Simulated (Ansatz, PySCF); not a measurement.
Molecule: methoxyethane, C₃H₈O (charge 0, singlet). 
Geometry from a B3LYP-D3(BJ)/def2-TZVP (Ansatz, a quantum-chemistry and plane-wave program) optimisation:
```xyz
12

O      0.0190    -0.7104     0.0050
C     -0.0077     0.7049    -0.0051
C      1.3270    -1.2336    -0.0063
C     -1.4489     1.1652     0.0082
H      0.5319     1.0935     0.8711
H      0.5114     1.0804    -0.8992
H      1.2451    -2.3195     0.0026
H      1.8764    -0.9239    -0.9054
H      1.8970    -0.9108     0.8751
H     -1.9791     0.7881    -0.8672
H     -1.9585     0.8011     0.9012
H     -1.4989     2.2556     0.0008
```

Property: vertical ionisation energy (to the doublet state of charge +1; each state is the SCF solution reached for its spin), in eV. Correlated levels leave the core frozen unless marked. Open shells are spin-unrestricted. Spin-orbit coupling is left out. No relativistic terms. 

```csv
level,program,vertical ionisation energy (eV)
RI-HF/aug-cc-pVTZ,Ansatz,8.67
SVWN5/def2-TZVPD,Ansatz,9.60
PBE/def2-TZVPD,Ansatz,9.47
B3LYP/def2-TZVPD,Ansatz,9.75
BHLYP/def2-TZVPD,Ansatz,9.71
CAM-B3LYP/def2-TZVPD,Ansatz,9.84
wB97M-V/def2-TZVPD,Ansatz,9.83
wB97X-V/def2-TZVPD,Ansatz,9.82
B2PLYP/def2-TZVPD,Ansatz,9.86
MP2/aug-cc-pVDZ,Ansatz,10.22
RI-MP2/aug-cc-pVTZ,Ansatz,10.38
SCS-MP2/aug-cc-pVDZ,Ansatz,10.14
CCSD/aug-cc-pVDZ,Ansatz,9.82
CCSD(T)/aug-cc-pVDZ,Ansatz,9.85
```

For comparison, minus the highest occupied orbital energy (PySCF): 7.39 eV at PBE0/def2-TZVPD, 11.44 eV at HF/def2-TZVPD, 6.54 eV at TPSSh/def2-TZVPD.
